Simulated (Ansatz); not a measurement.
**H$_{2}$Si–B⁺, singlet in 6-31G: errors against full CI**

Geometry: that of the H2Si–B, doublet, kept fixed.

```xyz
4

Si   -0.0850    0.0000    0.4943
B     0.0885    0.0000   -1.4519
H     0.7098   -1.2068    0.8997
H     0.7098    1.2068    0.8997
```

Basis 6-31G; Ansatz 0.2.0. Only valence electrons are correlated (noble-gas cores frozen), which leaves 8 electrons in 20 orbitals. Prefix R: restricted or restricted open-shell reference; prefix U: unrestricted. Active spaces: valence = (8e, 10o) chosen from the atoms' valence shells.

Full CI is exact within this basis and frozen core; it isn't the basis-set limit. The frozen core follows each run's orbitals, which can shift R against U totals by a few meV.

Unrestricted rows (U) aren't spin-pure: their determinants' ⟨S²⟩ exceeds S(S+1) by up to 0.94, so they mix in states of higher spin.

```
UHF ⟨S²⟩                          : 0.941
T1 diagnostic (RCCSD)             : 0.0450
largest doubles amplitude (RCCSD) : 0.315
```

| level | E − E(full CI) (kcal/mol) | share of correlation (%) | wall time |
| --- | --- | --- | --- |
| RHF | 94.46 | 0.00 | – |
| UHF | 64.00 | 32.25 | – |
| RMP2 | 34.65 | 63.31 | – |
| UMP2 | 23.94 | 74.65 | – |
| CISD | 12.38 | 86.89 | 0.52 s |
| RCCSD | 4.32 | 95.43 | – |
| UCCSD | 3.02 | 96.80 | – |
| RCCSD(T) | 0.95 | 99.00 | 0.7 s |
| UCCSD(T) | 1.45 | 98.47 | 2.2 s |
| BCCD(T) | 1.16 | 98.77 | 0.95 s |
| RCCSDT | 0.34 | 99.64 | – |
| UCCSDT | 0.29 | 99.69 | – |
| RCCSDT(Q) | 0.01 | 99.99 | 1.6 s |
| UCCSDT(Q) | 0.03 | 99.97 | 13 s |
| RCCSDTQ | 0.01 | 99.99 | 13 s |
| UCCSDTQ | 0.01 | 99.98 | 36 s (H100) |
| CASSCF (valence space) | 12.80 | 86.45 | – |
| NEVPT2 (valence space) | 3.46 | 96.33 | 3.8 s |
| MRCISD (valence space) | 0.32 | 99.67 | – |
| MRCISD+Q (valence space) | 0.14 | 99.85 | 17 s (H100) |

The correlation energy at full CI, counted from RHF, is -4.096 eV. That run took 16 s on 2 threads of AMD EPYC 7R13 with a shared H100 80 GB, shared host over 11,740,457 determinants.

Times hold each run's SCF and search for its determinant on a shared host, so for small cases they say little of a method's own cost; rows without a card ran on 1 thread of AMD EPYC 7R13.

The full-CI state has the irrep A' of Cs, in the program's axes.

Natural occupations of full CI about the gap: 1.971 1.951 1.933 1.652 0.303 0.052 0.049 0.027 0.026 0.017; effectively unpaired electrons, Σ n²(2−n)², 0.65.
